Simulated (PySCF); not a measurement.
A mixed set of molecules. Computed with TDDFT wB97X-D/def2-SVPD, vertical, gas phase, core orbitals frozen in the response in PySCF. Geometries: GFN2-xTB; one conformer of each isolated species. Triplets are in the Tamm–Dancoff approximation. 'Strongest' means the level of largest summed f among the lowest 8 singlets; it needn't be the same kind of state in each.

Task: Rank by computed lowest triplet energy, highest first.
A. `O=COC1=CC=CC=C1` (C7H6O2)
B. `C=P` (CH3P)
C. `O(/C=C\F)[Si@@H](C#C)O` (C4H5FO2Si)
D. `C#CC1=PC=CO1` (C5H3OP)
E. `c1cc(c(cc1)C=O)O` (C7H6O2)
F. `[SiH3]N1C=PC=N1` (C2H5N2PSi)

Result: C (4.54 eV), A (4.29 eV), F (3.87 eV), E (3.29 eV), B (3.02 eV), D (2.68 eV).

| SMILES | T1 (eV) | S1 (eV) | f (strongest) | f (S1) | first f ≥ 0.01 (nm) | S1 mainly |
| --- | --- | --- | --- | --- | --- | --- |
| C#C[Si@@H](O)O/C=C\F | 4.54 | 6.09 | 0.25 | 0.001 | 186 | H-1→L (63%) |
| O=COc1ccccc1 | 4.29 | 5.57 | 0.72 | 0.001 | 175 | H→L (57%) |
| [SiH3]n1cpcn1 | 3.87 | 5.66 | 0.15 | 0.152 | 219 | H→L (86%) |
| O=Cc1ccccc1O | 3.29 | 4.18 | 0.41 | 0.000 | 290 | H-2→L (90%) |
| C=P | 3.02 | 4.74 | 0.22 | 0.010 | 211 | H-1→L (99%) |
| C#Cc1occp1 | 2.68 | 4.50 | 0.29 | 0.286 | 275 | H→L (94%) |

H and L stand for HOMO and LUMO.

- `C#C[Si@@H](O)O/C=C\F`: Löwdin shares by element: HOMO carbon 58% or more, oxygen 21% or more, fluorine 13%; LUMO carbon 44% or more, silicon 21%, oxygen 14% or more (atoms not listed hold the other 21%).
- `O=COc1ccccc1`: Löwdin shares by element: HOMO carbon 67% or more (atoms not listed hold the other 33%); LUMO carbon 73% or more (atoms not listed hold the other 27%).
- `[SiH3]n1cpcn1`: Löwdin shares by element: HOMO phosphorus 39%, carbon 34%, nitrogen 12% or more; LUMO carbon 36%, phosphorus 31%, nitrogen 17% or more (atoms not listed hold the other 16%).
- `O=Cc1ccccc1O`: Löwdin shares by element: HOMO carbon 46% or more, oxygen 19% or more (atoms not listed hold the other 35%); LUMO carbon 45% or more, oxygen 20% or more (atoms not listed hold the other 35%).
- `C=P`: Löwdin shares by element: HOMO carbon 45%, phosphorus 41%, hydrogen 10% or more; LUMO phosphorus 49%, carbon 38%, hydrogen 6% or more.
- `C#Cc1occp1`: Löwdin shares by element: HOMO carbon 52% or more, phosphorus 20% (atoms not listed hold the other 27%); LUMO carbon 32% or more, phosphorus 31%, oxygen 11% (atoms not listed hold the other 25%).
